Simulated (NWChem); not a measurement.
# F cation, triplet

All runs: NWChem. Spin-unrestricted. The open p shell is one determinant without spherical averaging. No stability test was run on the SCF state.

Question: Estimate the computed values for CAM-B3LYP/cc-pVQZ. Quantities: highest occupied level (eV); lowest empty minus highest occupied level, either spin (eV).

Answer: 
```json
{
  "highest occupied level (eV)": "-30.67",
  "lowest empty minus highest occupied level, either spin (eV)": "9.29"
}
```
